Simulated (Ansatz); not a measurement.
**C7H16: up Jacob's ladder to CCSD(T)**

Aim: compute C7H16 with functionals from several rungs and with coupled cluster, and see how far each lands from CCSD(T) at the basis-set limit for the atomisation energy.

Computed with Ansatz 0.2.0, Gaussian basis. Level: functionals in def2-TZVPP, the program's frozen cores in correlated methods.

Levels to be run: PBE-D4, r2SCAN-D4, PBE0-D4, B3LYP-D4, ωB97X-V, ωB97M-V, B2PLYP; CCSD(T)/def2-TZVPP; MP2/def2-QZVPP; extrapolation to the limit.

1 further run of the same task is left out (it didn't finish).

**1. Structure used throughout**

The geometry comes from an earlier relaxation with PBE0-D4 in a triple-zeta def2 set; it is a stationary point, not always the lowest conformer.

SMILES `CCCCCCC`, 23 atoms, charge 0, spin multiplicity 1.

Atoms are counted from 1 here; the program's logs count them from 0.

Bond lengths: C1–C2 1.520 Å, C1–H8 1.092 Å, C1–H9 1.094 Å, C1–H10 1.092 Å, C2–C3 1.523 Å, C2–H11 1.095 Å, C2–H12 1.097 Å, C3–C4 1.521 Å, C3–H13 1.096 Å, C3–H14 1.098 Å, C4–C5 1.521 Å, C4–H15 1.096 Å, C4–H16 1.096 Å, C5–C6 1.523 Å, C5–H17 1.096 Å, C5–H18 1.098 Å, C6–C7 1.520 Å, C6–H19 1.097 Å and more. Angles: C2–C1–H8 111.9°, C2–C1–H9 110.9°, C2–C1–H10 111.2°, H8–C1–H9 107.6°, H8–C1–H10 107.4°, H9–C1–H10 107.6°, C1–C2–C3 114.1°, C1–C2–H11 109.1°, C1–C2–H12 109.5°, C3–C2–H11 108.8°, C3–C2–H12 109.1°, H11–C2–H12 106.0°, C2–C3–C4 114.5°, C2–C3–H13 109.0°, C2–C3–H14 109.2°, C4–C3–H13 108.7°, C4–C3–H14 109.2°, H13–C3–H14 106.0° and more.

**2. PBE-D4 (GGA)**

File in.yaml:

```yaml
crystal:
  periodic: [false, false, false]
  atoms:
    - {symbol: C, position_ang: [-0.062169, -1.649205, -2.654572]}
    - {symbol: C, position_ang: [0.558054, -2.107303, -1.344193]}
    - {symbol: C, position_ang: [1.110874, -0.974388, -0.489153]}
    - {symbol: C, position_ang: [0.061193, 0.003422, 0.015328]}
    - {symbol: C, position_ang: [0.643408, 1.071169, 0.928224]}
    - {symbol: C, position_ang: [-0.360080, 2.118244, 1.393898]}
    - {symbol: C, position_ang: [-1.472186, 1.564520, 2.270395]}
    - {symbol: H, position_ang: [-0.935094, -1.013119, -2.490930]}
    - {symbol: H, position_ang: [0.656770, -1.076662, -3.248552]}
    - {symbol: H, position_ang: [-0.386844, -2.500233, -3.257756]}
    - {symbol: H, position_ang: [1.366396, -2.814238, -1.558967]}
    - {symbol: H, position_ang: [-0.185421, -2.665838, -0.762914]}
    - {symbol: H, position_ang: [1.635691, -1.402083, 0.373202]}
    - {symbol: H, position_ang: [1.869353, -0.425854, -1.062496]}
    - {symbol: H, position_ang: [-0.433736, 0.493264, -0.831339]}
    - {symbol: H, position_ang: [-0.719699, -0.556755, 0.542727]}
    - {symbol: H, position_ang: [1.464299, 1.573102, 0.402663]}
    - {symbol: H, position_ang: [1.095902, 0.589345, 1.804576]}
    - {symbol: H, position_ang: [-0.796460, 2.612066, 0.517360]}
    - {symbol: H, position_ang: [0.174605, 2.898976, 1.945150]}
    - {symbol: H, position_ang: [-1.061845, 1.053584, 3.146792]}
    - {symbol: H, position_ang: [-2.095055, 0.846507, 1.731985]}
    - {symbol: H, position_ang: [-2.127955, 2.361500, 2.628563]}
basis:
  gaussian: {orbitals: def2-TZVPP}
hamiltonian: {xc: pbe, dispersion: d4}
output: {forces: true, orbitals: {seedname: orbitals}}
```

Further steps of the session: r2SCAN-D4 (meta-GGA); PBE0-D4 (hybrid); B3LYP-D4 (hybrid); ωB97X-V (range-separated); ωB97M-V (range-separated); B2PLYP (double hybrid); CCSD(T) in def2-TZVPP; MP2 in def2-QZVPP.

Before running them: what should the planned runs give, taken together? Wanted: atomisation energy, CCSD(T)/CBS; farthest; mean size of error, hybrid; mean size of error, range-separated; gap, smallest and largest; T1 diagnostic; triples share of the correlation energy.

The runs gave:

| quantity | value |
| --- | --- |
| atomisation energy, CCSD(T)/CBS | 9135.3 kJ/mol |
| functionals within 45.7 kJ/mol (0.5 %) | r2SCAN-D4, B3LYP-D4, ωB97X-V, ωB97M-V |
| farthest | PBE-D4 (+144.3 kJ/mol) |
| mean size of error, hybrid | 36.5 kJ/mol |
| mean size of error, range-separated | 17.0 kJ/mol |
| gap, smallest and largest | 7.63 eV (PBE-D4), 13.99 eV (ωB97X-V) |
| T1 diagnostic | 0.0084 |
| triples share of the correlation energy | 3.7 % |

In words: PBE-D4 misses by +144.3 kJ/mol. Double hybrids carry the basis error of their MP2 part in triple zeta, and no dispersion term here, so their miss is partly the set-up's. The reference freezes the cores and leaves out relativity and excitations past (T), so misses under about 45.7 kJ/mol can't be ranked. Hartree-Fock recovers 76 % of the binding; the rest is correlation. Orbital gaps span 7.6 to 14.0 eV; exact exchange widens them.
